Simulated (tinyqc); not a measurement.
UHF in the sto-6g basis, for BH3, spin multiplicity 1, step by step (part 2 of 3). Computed by tinyqc, a small Python program that keeps every step (integrals from PySCF). Command: `OMP_NUM_THREADS=1 python tinyqc.py 25951 25952 out.jsonl` (the two numbers bound the seeds that draw the settings). One thread of a shared host (Intel(R) Xeon(R) Processor @ 2.60GHz), about 0.3 s of CPU time with the checks.

Geometry (angstrom):
```
atom        x        y       z
B      0.0000   0.0000  0.0120
H      1.4760   0.0000  0.0000
H     -0.7380   1.2790  0.0000
H     -0.7380  -1.2790  0.0000
```

## Iteration 1: building the Fock matrix

D(alpha) at the start:
```
          1B 1s    1B 2s   1B 2px   1B 2py   1B 2pz    2H 1s    3H 1s    4H 1s
1B 1s    1.0838  -0.3266  -0.0006   0.0000   0.0031   0.0298   0.0297   0.0297
1B 2s   -0.3266   1.2592   0.0025   0.0000  -0.0130  -0.0993  -0.0988  -0.0988
1B 2px  -0.0006   0.0025   1.0914   0.0000   0.2075  -0.1345   0.0673   0.0673
1B 2py   0.0000   0.0000   0.0000   1.1363   0.0000   0.0000  -0.1213   0.1213
1B 2pz   0.0031  -0.0130   0.2075   0.0000   0.0396  -0.0245   0.0139   0.0139
2H 1s    0.0298  -0.0993  -0.1345   0.0000  -0.0245   0.0244  -0.0005  -0.0005
3H 1s    0.0297  -0.0988   0.0673  -0.1213   0.0139  -0.0005   0.0249  -0.0010
4H 1s    0.0297  -0.0988   0.0673   0.1213   0.0139  -0.0005  -0.0010   0.0249
```

D(beta) at the start:
```
          1B 1s    1B 2s   1B 2px   1B 2py   1B 2pz    2H 1s    3H 1s    4H 1s
1B 1s    1.0838  -0.3266   0.0005   0.0000   0.0030   0.0297   0.0298   0.0298
1B 2s   -0.3266   1.2592  -0.0022   0.0000  -0.0126  -0.0987  -0.0991  -0.0991
1B 2px   0.0005  -0.0022   1.0914   0.0000  -0.2075  -0.1346   0.0672   0.0672
1B 2py   0.0000   0.0000   0.0000   1.1363   0.0000   0.0000  -0.1213   0.1213
1B 2pz   0.0030  -0.0126  -0.2075   0.0000   0.0396   0.0266  -0.0118  -0.0118
2H 1s    0.0297  -0.0987  -0.1346   0.0000   0.0266   0.0244  -0.0005  -0.0005
3H 1s    0.0298  -0.0991   0.0672  -0.1213  -0.0118  -0.0005   0.0249  -0.0010
4H 1s    0.0298  -0.0991   0.0672   0.1213  -0.0118  -0.0005  -0.0010   0.0249
```

core Hamiltonian H = T + V (hartree):
```
           1B 1s    1B 2s   1B 2px   1B 2py   1B 2pz    2H 1s    3H 1s    4H 1s
1B 1s   -13.5197  -3.3629   0.0000   0.0000   0.0003  -0.4623  -0.4616  -0.4616
1B 2s    -3.3629  -4.4386  -0.0001   0.0000   0.0028  -1.3058  -1.3045  -1.3045
1B 2px    0.0000  -0.0001  -3.7272   0.0000   0.0000  -1.3035   0.6509   0.6509
1B 2py    0.0000   0.0000   0.0000  -3.7272   0.0000   0.0000  -1.1281   1.1281
1B 2pz    0.0003   0.0028   0.0000   0.0000  -3.6093   0.0110   0.0110   0.0110
2H 1s    -0.4623  -1.3058  -1.3035   0.0000   0.0110  -2.6696  -0.1833  -0.1833
3H 1s    -0.4616  -1.3045   0.6509  -1.1281   0.0110  -0.1833  -2.6687  -0.1829
4H 1s    -0.4616  -1.3045   0.6509   1.1281   0.0110  -0.1833  -0.1829  -2.6687
```

nuclear repulsion = 5.996865 hartree

Given earlier and not repeated: Two-electron integrals (ij|kl) in chemists' order.

J_ij = sum D_kl (ij|kl) with D = D(alpha) + D(beta), K_ij = sum D_kl (ik|jl) for each spin; F = H + J - K(s); E = tr D H + tr D J / 2 - 0.5 sum_s tr D(s) K(s) + E_nn.

Coulomb J (hartree):
```
          1B 1s    1B 2s   1B 2px   1B 2py   1B 2pz    2H 1s    3H 1s    4H 1s
1B 1s   10.5145   2.1284   0.0001   0.0000  -0.0012   0.2941   0.2937   0.2937
1B 2s    2.1284   4.8183   0.0005   0.0000  -0.0049   1.3054   1.3047   1.3047
1B 2px   0.0001   0.0005   4.8529   0.0000   0.0000   1.3587  -0.6786  -0.6786
1B 2py   0.0000   0.0000   0.0000   4.8580   0.0000   0.0000   1.1770  -1.1770
1B 2pz  -0.0012  -0.0049   0.0000   0.0000   4.7439  -0.0118  -0.0118  -0.0118
2H 1s    0.2941   1.3054   1.3587   0.0000  -0.0118   2.8021   0.1715   0.1715
3H 1s    0.2937   1.3047  -0.6786   1.1770  -0.0118   0.1715   2.8031   0.1711
4H 1s    0.2937   1.3047  -0.6786  -1.1770  -0.0118   0.1715   0.1711   2.8031
```

exchange K(alpha) (hartree):
```
          1B 1s    1B 2s   1B 2px   1B 2py   1B 2pz   2H 1s    3H 1s    4H 1s
1B 1s    3.0324   0.5468   0.0001   0.0000  -0.0004  0.0827   0.0826   0.0826
1B 2s    0.5468   0.8373   0.0016   0.0000  -0.0069  0.2054   0.2054   0.2054
1B 2px   0.0001   0.0016   0.7400   0.0000   0.1091  0.1723  -0.0858  -0.0858
1B 2py   0.0000   0.0000   0.0000   0.7623   0.0000  0.0000   0.1534  -0.1534
1B 2pz  -0.0004  -0.0069   0.1091   0.0000   0.2313  0.0233  -0.0147  -0.0147
2H 1s    0.0827   0.2054   0.1723   0.0000   0.0233  0.1082   0.0308   0.0308
3H 1s    0.0826   0.2054  -0.0858   0.1534  -0.0147  0.0308   0.1094   0.0299
4H 1s    0.0826   0.2054  -0.0858  -0.1534  -0.0147  0.0308   0.0299   0.1094
```

exchange K(beta) (hartree):
```
          1B 1s    1B 2s   1B 2px   1B 2py   1B 2pz    2H 1s    3H 1s    4H 1s
1B 1s    3.0324   0.5468  -0.0001   0.0000  -0.0004   0.0826   0.0826   0.0826
1B 2s    0.5468   0.8373  -0.0012   0.0000  -0.0066   0.2049   0.2057   0.2057
1B 2px  -0.0001  -0.0012   0.7400   0.0000  -0.1091   0.1719  -0.0861  -0.0861
1B 2py   0.0000   0.0000   0.0000   0.7622   0.0000   0.0000   0.1535  -0.1535
1B 2pz  -0.0004  -0.0066  -0.1091   0.0000   0.2313  -0.0273   0.0107   0.0107
2H 1s    0.0826   0.2049   0.1719   0.0000  -0.0273   0.1081   0.0308   0.0308
3H 1s    0.0826   0.2057  -0.0861   0.1535   0.0107   0.0308   0.1095   0.0299
4H 1s    0.0826   0.2057  -0.0861  -0.1535   0.0107   0.0308   0.0299   0.1095
```

F(alpha) (hartree):
```
          1B 1s    1B 2s   1B 2px   1B 2py   1B 2pz    2H 1s    3H 1s    4H 1s
1B 1s   -6.0376  -1.7813  -0.0001   0.0000  -0.0005  -0.2508  -0.2505  -0.2505
1B 2s   -1.7813  -0.4577  -0.0013   0.0000   0.0048  -0.2058  -0.2053  -0.2053
1B 2px  -0.0001  -0.0013   0.3857   0.0000  -0.1091  -0.1170   0.0581   0.0581
1B 2py   0.0000   0.0000   0.0000   0.3686   0.0000   0.0000  -0.1045   0.1045
1B 2pz  -0.0005   0.0048  -0.1091   0.0000   0.9033  -0.0241   0.0139   0.0139
2H 1s   -0.2508  -0.2058  -0.1170   0.0000  -0.0241   0.0243  -0.0425  -0.0425
3H 1s   -0.2505  -0.2053   0.0581  -0.1045   0.0139  -0.0425   0.0250  -0.0417
4H 1s   -0.2505  -0.2053   0.0581   0.1045   0.0139  -0.0425  -0.0417   0.0250
```

F(beta) (hartree):
```
          1B 1s    1B 2s   1B 2px   1B 2py   1B 2pz    2H 1s    3H 1s    4H 1s
1B 1s   -6.0376  -1.7813   0.0001   0.0000  -0.0005  -0.2508  -0.2506  -0.2506
1B 2s   -1.7813  -0.4577   0.0015   0.0000   0.0046  -0.2053  -0.2056  -0.2056
1B 2px   0.0001   0.0015   0.3857   0.0000   0.1091  -0.1166   0.0584   0.0584
1B 2py   0.0000   0.0000   0.0000   0.3686   0.0000   0.0000  -0.1046   0.1046
1B 2pz  -0.0005   0.0046   0.1091   0.0000   0.9033   0.0266  -0.0114  -0.0114
2H 1s   -0.2508  -0.2053  -0.1166   0.0000   0.0266   0.0244  -0.0425  -0.0425
3H 1s   -0.2506  -0.2056   0.0584  -0.1046  -0.0114  -0.0425   0.0249  -0.0417
4H 1s   -0.2506  -0.2056   0.0584   0.1046  -0.0114  -0.0425  -0.0417   0.0249
```

total energy of this density = -23.872029 hartree

## Iteration 1: diagonalisation and new density

X:
```
          1B 1s    1B 2s   1B 2px   1B 2py   1B 2pz    2H 1s    3H 1s    4H 1s
1B 1s    1.0307  -0.1596   0.0000   0.0000   0.0002   0.0213   0.0213   0.0213
1B 2s   -0.1596   1.1979   0.0001   0.0000  -0.0015  -0.2079  -0.2076  -0.2076
1B 2px   0.0000   0.0001   1.1038   0.0000   0.0000  -0.2339   0.1168   0.1168
1B 2py   0.0000   0.0000   0.0000   1.1038   0.0000   0.0000  -0.2024   0.2024
1B 2pz   0.0002  -0.0015   0.0000   0.0000   1.0000   0.0019   0.0019   0.0019
2H 1s    0.0213  -0.2079  -0.2339   0.0000   0.0019   1.1241  -0.0087  -0.0087
3H 1s    0.0213  -0.2076   0.1168  -0.2024   0.0019  -0.0087   1.1239  -0.0087
4H 1s    0.0213  -0.2076   0.1168   0.2024   0.0019  -0.0087  -0.0087   1.1239
```

Diagonalise F' = X^T F X, C = X C', fill 4 alpha and 4 beta electrons from the bottom; D(s) = C_occ C_occ^T. Each column has its largest component positive (the first on a tie).

F' = X^T F X (alpha) (hartree):
```
         1        2        3        4        5        6        7        8
1  -5.8688  -1.0361   0.0001   0.0000  -0.0007  -0.0091  -0.0091  -0.0091
2  -1.0361   0.1196  -0.0011   0.0000   0.0027  -0.2077  -0.2078  -0.2078
3   0.0001  -0.0011   0.5658   0.0000  -0.1116  -0.2731   0.1363   0.1363
4   0.0000   0.0000   0.0000   0.5479   0.0000   0.0000  -0.2369   0.2369
5  -0.0007   0.0027  -0.1116   0.0000   0.9033  -0.0008   0.0040   0.0040
6  -0.0091  -0.2077  -0.2731   0.0000  -0.0008   0.1915  -0.0189  -0.0189
7  -0.0091  -0.2078   0.1363  -0.2369   0.0040  -0.0189   0.1927  -0.0188
8  -0.0091  -0.2078   0.1363   0.2369   0.0040  -0.0189  -0.0188   0.1927
```

orbital energies (alpha) (hartree): MO1 -6.0439, MO2 -0.1343, MO3 0.0049, MO4 0.0057, MO5 0.5836, MO6 0.7202, MO7 0.7546, MO8 0.9540

coefficients C (alpha):
```
            MO1      MO2      MO3      MO4      MO5      MO6      MO7      MO8
1B 1s    0.9901  -0.1897   0.0000   0.0007  -0.2698   0.0015   0.0000  -0.0006
1B 2s    0.0377   0.4891   0.0000  -0.0020   1.1615  -0.0075   0.0000   0.0003
1B 2px   0.0000   0.0015   0.0000   0.3318   0.0067   0.9661   0.0000  -0.5068
1B 2py   0.0000   0.0000   0.3359   0.0000   0.0000   0.0000   1.0897   0.0000
1B 2pz   0.0000  -0.0030   0.0000   0.0685   0.0001   0.4449   0.0000   0.8930
2H 1s   -0.0058   0.3635   0.0000   0.6637  -0.5713  -0.6259   0.0000   0.2670
3H 1s   -0.0057   0.3598   0.5754  -0.3337  -0.5646   0.3209  -0.5928  -0.1283
4H 1s   -0.0057   0.3598  -0.5754  -0.3337  -0.5646   0.3209   0.5928  -0.1283
```

F' = X^T F X (beta) (hartree):
```
         1        2        3        4        5        6        7        8
1  -5.8688  -1.0361  -0.0001   0.0000  -0.0007  -0.0092  -0.0091  -0.0091
2  -1.0361   0.1196   0.0018   0.0000   0.0024  -0.2077  -0.2078  -0.2078
3  -0.0001   0.0018   0.5658   0.0000   0.1116  -0.2729   0.1364   0.1364
4   0.0000   0.0000   0.0000   0.5480   0.0000   0.0000  -0.2369   0.2369
5  -0.0007   0.0024   0.1116   0.0000   0.9033   0.0056   0.0008   0.0008
6  -0.0092  -0.2077  -0.2729   0.0000   0.0056   0.1915  -0.0189  -0.0189
7  -0.0091  -0.2078   0.1364  -0.2369   0.0008  -0.0189   0.1927  -0.0188
8  -0.0091  -0.2078   0.1364   0.2369   0.0008  -0.0189  -0.0188   0.1927
```

orbital energies (beta) (hartree): MO1 -6.0439, MO2 -0.1343, MO3 0.0049, MO4 0.0057, MO5 0.5836, MO6 0.7202, MO7 0.7547, MO8 0.9540

coefficients C (beta):
```
            MO1      MO2      MO3      MO4      MO5      MO6      MO7      MO8
1B 1s    0.9901  -0.1897   0.0000   0.0007  -0.2698  -0.0021   0.0000  -0.0006
1B 2s    0.0377   0.4891   0.0000  -0.0027   1.1615   0.0102   0.0000   0.0005
1B 2px   0.0000  -0.0007   0.0000   0.3317  -0.0072   0.9663   0.0000   0.5066
1B 2py   0.0000   0.0000   0.3359   0.0000   0.0000   0.0000   1.0897   0.0000
1B 2pz   0.0000  -0.0031   0.0000  -0.0685   0.0008  -0.4447   0.0000   0.8931
2H 1s   -0.0058   0.3620   0.0000   0.6656  -0.5604  -0.6375   0.0000  -0.2600
3H 1s   -0.0058   0.3606   0.5753  -0.3319  -0.5701   0.3094  -0.5928   0.1351
4H 1s   -0.0058   0.3606  -0.5753  -0.3319  -0.5701   0.3094   0.5928   0.1351
```

D(alpha) after iteration 1:
```
          1B 1s    1B 2s   1B 2px   1B 2py   1B 2pz    2H 1s    3H 1s    4H 1s
1B 1s    1.0164  -0.0555   0.0000   0.0000   0.0006  -0.0742  -0.0742  -0.0742
1B 2s   -0.0555   0.2407   0.0001   0.0000  -0.0016   0.1763   0.1764   0.1764
1B 2px   0.0000   0.0001   0.1101   0.0000   0.0227   0.2208  -0.1102  -0.1102
1B 2py   0.0000   0.0000   0.0000   0.1128   0.0000   0.0000   0.1933  -0.1933
1B 2pz   0.0006  -0.0016   0.0227   0.0000   0.0047   0.0444  -0.0239  -0.0239
2H 1s   -0.0742   0.1763   0.2208   0.0000   0.0444   0.5728  -0.0906  -0.0906
3H 1s   -0.0742   0.1764  -0.1102   0.1933  -0.0239  -0.0906   0.5719  -0.0902
4H 1s   -0.0742   0.1764  -0.1102  -0.1933  -0.0239  -0.0906  -0.0902   0.5719
```

D(beta) after iteration 1:
```
          1B 1s    1B 2s   1B 2px   1B 2py   1B 2pz    2H 1s    3H 1s    4H 1s
1B 1s    1.0164  -0.0555   0.0003   0.0000   0.0005  -0.0739  -0.0743  -0.0743
1B 2s   -0.0555   0.2407  -0.0013   0.0000  -0.0013   0.1750   0.1771   0.1771
1B 2px   0.0003  -0.0013   0.1101   0.0000  -0.0227   0.2205  -0.1104  -0.1104
1B 2py   0.0000   0.0000   0.0000   0.1129   0.0000   0.0000   0.1933  -0.1933
1B 2pz   0.0005  -0.0013  -0.0227   0.0000   0.0047  -0.0467   0.0216   0.0216
2H 1s   -0.0739   0.1750   0.2205   0.0000  -0.0467   0.5741  -0.0903  -0.0903
3H 1s   -0.0743   0.1771  -0.1104   0.1933   0.0216  -0.0903   0.5712  -0.0908
4H 1s   -0.0743   0.1771  -0.1104  -0.1933   0.0216  -0.0903  -0.0908   0.5712
```

## Iteration 2: building the Fock matrix

As before.

Coulomb J (hartree):
```
          1B 1s    1B 2s   1B 2px   1B 2py   1B 2pz    2H 1s    3H 1s    4H 1s
1B 1s    8.5468   1.6651   0.0000   0.0000  -0.0007   0.2314   0.2311   0.2311
1B 2s    1.6651   3.8748  -0.0001   0.0000  -0.0050   1.1562   1.1552   1.1552
1B 2px   0.0000  -0.0001   3.9276   0.0000   0.0000   1.2619  -0.6302  -0.6302
1B 2py   0.0000   0.0000   0.0000   3.9281   0.0000   0.0000   1.0922  -1.0922
1B 2pz  -0.0007  -0.0050   0.0000   0.0000   3.7688  -0.0110  -0.0110  -0.0110
2H 1s    0.2314   1.1562   1.2619   0.0000  -0.0110   3.0040   0.1526   0.1526
3H 1s    0.2311   1.1552  -0.6302   1.0922  -0.0110   0.1526   3.0031   0.1523
4H 1s    0.2311   1.1552  -0.6302  -1.0922  -0.0110   0.1526   0.1523   3.0031
```

exchange K(alpha) (hartree):
```
         1B 1s    1B 2s   1B 2px   1B 2py   1B 2pz   2H 1s    3H 1s    4H 1s
1B 1s   2.9363   0.5027   0.0000   0.0000   0.0000  0.0722   0.0722   0.0722
1B 2s   0.5027   0.5131   0.0002   0.0000  -0.0034  0.2717   0.2717   0.2717
1B 2px  0.0000   0.0002   0.3689   0.0000   0.0236  0.3064  -0.1531  -0.1531
1B 2py  0.0000   0.0000   0.0000   0.3716   0.0000  0.0000   0.2664  -0.2664
1B 2pz  0.0000  -0.0034   0.0236   0.0000   0.0952  0.0152  -0.0113  -0.0113
2H 1s   0.0722   0.2717   0.3064   0.0000   0.0152  0.6452   0.0329   0.0329
3H 1s   0.0722   0.2717  -0.1531   0.2664  -0.0113  0.0329   0.6458   0.0325
4H 1s   0.0722   0.2717  -0.1531  -0.2664  -0.0113  0.0329   0.0325   0.6458
```

exchange K(beta) (hartree):
```
         1B 1s    1B 2s   1B 2px   1B 2py   1B 2pz    2H 1s    3H 1s    4H 1s
1B 1s   2.9363   0.5027   0.0000   0.0000   0.0000   0.0723   0.0722   0.0722
1B 2s   0.5027   0.5131  -0.0008   0.0000  -0.0032   0.2714   0.2718   0.2718
1B 2px  0.0000  -0.0008   0.3689   0.0000  -0.0236   0.3063  -0.1532  -0.1532
1B 2py  0.0000   0.0000   0.0000   0.3716   0.0000   0.0000   0.2664  -0.2664
1B 2pz  0.0000  -0.0032  -0.0236   0.0000   0.0952  -0.0201   0.0064   0.0064
2H 1s   0.0723   0.2714   0.3063   0.0000  -0.0201   0.6460   0.0329   0.0329
3H 1s   0.0722   0.2718  -0.1532   0.2664   0.0064   0.0329   0.6454   0.0324
4H 1s   0.0722   0.2718  -0.1532  -0.2664   0.0064   0.0329   0.0324   0.6454
```

F(alpha) (hartree):
```
          1B 1s    1B 2s   1B 2px   1B 2py   1B 2pz    2H 1s    3H 1s    4H 1s
1B 1s   -7.9091  -2.2005  -0.0001   0.0000  -0.0004  -0.3031  -0.3027  -0.3027
1B 2s   -2.2005  -1.0769  -0.0004   0.0000   0.0013  -0.4213  -0.4211  -0.4211
1B 2px  -0.0001  -0.0004  -0.1685   0.0000  -0.0236  -0.3479   0.1738   0.1738
1B 2py   0.0000   0.0000   0.0000  -0.1707   0.0000   0.0000  -0.3023   0.3023
1B 2pz  -0.0004   0.0013  -0.0236   0.0000   0.0643  -0.0152   0.0113   0.0113
2H 1s   -0.3031  -0.4213  -0.3479   0.0000  -0.0152  -0.3109  -0.0635  -0.0635
3H 1s   -0.3027  -0.4211   0.1738  -0.3023   0.0113  -0.0635  -0.3114  -0.0631
4H 1s   -0.3027  -0.4211   0.1738   0.3023   0.0113  -0.0635  -0.0631  -0.3114
```

F(beta) (hartree):
```
          1B 1s    1B 2s   1B 2px   1B 2py   1B 2pz    2H 1s    3H 1s    4H 1s
1B 1s   -7.9091  -2.2005  -0.0001   0.0000  -0.0004  -0.3031  -0.3027  -0.3027
1B 2s   -2.2005  -1.0769   0.0006   0.0000   0.0011  -0.4210  -0.4212  -0.4212
1B 2px  -0.0001   0.0006  -0.1685   0.0000   0.0236  -0.3479   0.1739   0.1739
1B 2py   0.0000   0.0000   0.0000  -0.1707   0.0000   0.0000  -0.3023   0.3023
1B 2pz  -0.0004   0.0011   0.0236   0.0000   0.0643   0.0201  -0.0064  -0.0064
2H 1s   -0.3031  -0.4210  -0.3479   0.0000   0.0201  -0.3116  -0.0635  -0.0635
3H 1s   -0.3027  -0.4212   0.1739  -0.3023  -0.0064  -0.0635  -0.3110  -0.0630
4H 1s   -0.3027  -0.4212   0.1739   0.3023  -0.0064  -0.0635  -0.0630  -0.3110
```

total energy of this density = -26.048098 hartree

## Iteration 2: DIIS over 2 matrices

error matrix X^T (FDS - SDF) X (alpha):
```
         1        2        3        4        5        6        7        8
1   0.0000  -0.0770   0.0000   0.0000  -0.0004   0.0506   0.0505   0.0505
2   0.0770   0.0000  -0.0001   0.0000   0.0009  -0.0856  -0.0852  -0.0852
3   0.0000   0.0001   0.0000   0.0000  -0.0128  -0.1251   0.0623   0.0623
4   0.0000   0.0000   0.0000   0.0000   0.0000   0.0000  -0.1073   0.1073
5   0.0004  -0.0009   0.0128   0.0000   0.0000   0.0007  -0.0004  -0.0004
6  -0.0506   0.0856   0.1251   0.0000  -0.0007   0.0000  -0.0001  -0.0001
7  -0.0505   0.0852  -0.0623   0.1073   0.0004   0.0001   0.0000   0.0000
8  -0.0505   0.0852  -0.0623  -0.1073   0.0004   0.0001   0.0000   0.0000
```

B (overlaps of the stored error matrices):
```
                1               2
1   1.5568055e+00  -6.8509218e-01
2  -6.8509218e-01   3.2807613e-01
```

Minimise |sum c_i e_i|^2 with sum c_i = 1: solve [B -1; -1 0][c; lambda] = [0; -1] with B_ij = tr e_i^T e_j summed over both spins, and take F = sum c_i F_i.

DIIS coefficients: 0.3113  0.6887

extrapolated F(alpha) (hartree):
```
          1B 1s    1B 2s   1B 2px   1B 2py   1B 2pz    2H 1s    3H 1s    4H 1s
1B 1s   -7.3266  -2.0701  -0.0001   0.0000  -0.0004  -0.2868  -0.2865  -0.2865
1B 2s   -2.0701  -0.8841  -0.0007   0.0000   0.0024  -0.3542  -0.3539  -0.3539
1B 2px  -0.0001  -0.0007   0.0040   0.0000  -0.0502  -0.2761   0.1378   0.1378
1B 2py   0.0000   0.0000   0.0000  -0.0028   0.0000   0.0000  -0.2407   0.2407
1B 2pz  -0.0004   0.0024  -0.0502   0.0000   0.3254  -0.0180   0.0121   0.0121
2H 1s   -0.2868  -0.3542  -0.2761   0.0000  -0.0180  -0.2065  -0.0570  -0.0570
3H 1s   -0.2865  -0.3539   0.1378  -0.2407   0.0121  -0.0570  -0.2067  -0.0564
4H 1s   -0.2865  -0.3539   0.1378   0.2407   0.0121  -0.0570  -0.0564  -0.2067
```

extrapolated F(beta) (hartree):
```
          1B 1s    1B 2s   1B 2px   1B 2py   1B 2pz    2H 1s    3H 1s    4H 1s
1B 1s   -7.3266  -2.0701   0.0000   0.0000  -0.0004  -0.2868  -0.2865  -0.2865
1B 2s   -2.0701  -0.8842   0.0009   0.0000   0.0022  -0.3539  -0.3541  -0.3541
1B 2px   0.0000   0.0009   0.0040   0.0000   0.0502  -0.2759   0.1380   0.1380
1B 2py   0.0000   0.0000   0.0000  -0.0028   0.0000   0.0000  -0.2407   0.2407
1B 2pz  -0.0004   0.0022   0.0502   0.0000   0.3254   0.0221  -0.0080  -0.0080
2H 1s   -0.2868  -0.3539  -0.2759   0.0000   0.0221  -0.2070  -0.0570  -0.0570
3H 1s   -0.2865  -0.3541   0.1380  -0.2407  -0.0080  -0.0570  -0.2065  -0.0564
4H 1s   -0.2865  -0.3541   0.1380   0.2407  -0.0080  -0.0570  -0.0564  -0.2065
```
